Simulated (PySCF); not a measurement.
# H2S: the cost of one run

Computed with PySCF 2.14.0. Level: levels as typed in each script, gas phase, geometry from GFN2-xTB.

### Step 1. Where the work starts

SMILES `S`, 3 atoms, charge 0, spin multiplicity 1.

Bond lengths: S1–H2 1.327 Å, S1–H3 1.327 Å. Angles: H2–S1–H3 92.4°.

Geometry (Å):

```csv
atom,x (Å),y (Å),z (Å)
S1,0.0000,-0.1021,0.0000
H2,0.9574,0.8165,0.0000
H3,-0.9574,0.8166,0.0000
```

### Step 2. Stretching a bond (def2-tzvp)

File input.py:

```python
import numpy as np
from pyscf import gto, scf, mcscf

mol = gto.M(atom='''
S      0.00000    -0.10207     0.00000
H      0.95743     0.81655     0.00000
H     -0.95740     0.81657     0.00000
''', basis='def2-tzvp', charge=0, spin=0, verbose=4)
# stretch the bond between atoms 1 and 3, from long to short, fragments rigid
a, b, move = 0, 2, [2]
xyz = mol.atom_coords(unit='Angstrom')
u = xyz[b] - xyz[a]
r0 = np.linalg.norm(u)
rows, last, dm_u = [], None, None
for r in [3.81, 2.99, 2.45, 2.11, 1.84, 1.63, 1.5, 1.36, 1.25]:
    new = xyz.copy()
    new[move] += u / r0 * (r - r0)
    m = mol.set_geom_(new, unit='Angstrom', inplace=False)
    rhf = scf.RHF(m).density_fit(auxbasis='def2-universal-jkfit').run()
    uhf = scf.UHF(m).density_fit(auxbasis='def2-universal-jkfit').newton()
    if dm_u is None:
        c = rhf.mo_coeff
        h = m.nelectron // 2 - 1
        ca, cb = c.copy(), c.copy()
        ca[:, h], cb[:, h] = (c[:, h] + c[:, h + 1]) / 2**.5, (c[:, h] - c[:, h + 1]) / 2**.5
        dm_u = np.array([x[:, :h + 1] @ x[:, :h + 1].T for x in (ca, cb)])
    uhf.kernel(dm0=dm_u)
    for _ in range(3):
        c, _, stable, _ = uhf.stability(return_status=True)
        if stable:
            break
        uhf.kernel(c, uhf.mo_occ)
    dm_u = uhf.make_rdm1()
    mc = mcscf.CASSCF(rhf, 2, 2)
    mc.natorb = True
    mc.fix_spin_(ss=0)
    guess = mcscf.addons.make_natural_orbitals(uhf)[1] if last is None else mcscf.project_init_guess(mc, last.mo_coeff, last.mol)
    mc.kernel(guess)
    last = mc
    act = slice(mc.ncore, mc.ncore + mc.ncas)
    print('r %.3f  RHF %.6f  UHF %.6f  <S^2> %.3f  CASSCF %.6f  occupations' % (r, rhf.e_tot, uhf.e_tot, uhf.spin_square()[0], mc.e_tot), mc.mo_occ[act].round(4))
    rows.append((new, rhf.e_tot, uhf.e_tot, uhf.spin_square()[0], mc.e_tot, mc.mo_occ[act], mc.mo_coeff[:, act], dm_u[0] - dm_u[1], rhf.converged and uhf.converged and mc.converged))
    np.savez('result.npz', **{k: [row[i] for row in rows] for i, k in enumerate('xyz rhf uhf s2 cas occ c spin ok'.split())})
```

Started as:

```
> OMP_NUM_THREADS=1 python input.py
```

What time and memory should one allow on 1 thread of Intel Xeon Platinum 8259CL at 2.50GHz (Skylake/Cascade Lake), shared host?

About 18 s, with a peak of 0.18 GiB.
